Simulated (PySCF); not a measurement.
Species: (NaH)3 ring, Na3H3.
Z-matrix (Å and degrees, PBE0-D3(BJ)/def2-SVP geometry), rows numbered from 1:
```
Na
H   1  2.0587
Na  2  2.0613  1  111.89
H   3  2.0559  2  127.92  1     0.31
Na  4  2.0574  3  112.18  2     0.03
H   1  2.0594  2  128.17  3    -0.31
```

The closed-shell ground state was solved at several levels (PySCF, density fitting, gas phase, non-relativistic).

| level | basis functions | total energy (Eh) | HOMO (eV) | LUMO (eV) | gap (eV) | dipole (D) |
| --- | --- | --- | --- | --- | --- | --- |
| B3LYP/def2-SVPD | 78 | -488.5349 | -5.41 | -0.48 | 4.93 | 0.03 |
| KT2/pcSseg-1 | 63 | -493.8060 | -4.56 | -0.60 | 3.96 | 0.03 |

Question: What might PBE0/pcSseg-1 (63 basis functions) give for the same quantities?

Answer: Total energy -488.3296 Eh, HOMO -5.60 eV, LUMO -0.14 eV, gap 5.46 eV, dipole 0.03 D.

Question: Over all these levels, which gives the widest orbital gap and which the narrowest?

Answer: PBE0/pcSseg-1 (global hybrid, 25 % exact exchange) has the widest, 5.46 eV, and KT2/pcSseg-1 (GGA) the narrowest, 3.96 eV. The two share the basis. From the narrowest to the widest the HOMO moves by -1.04 eV and the LUMO by +0.46 eV.

Question: How far do the dipole and the HOMO energy spread over the levels?

Answer: The dipole runs from 0.03 to 0.03 D (mean 0.03 D) and the HOMO from -5.60 to -4.56 eV.
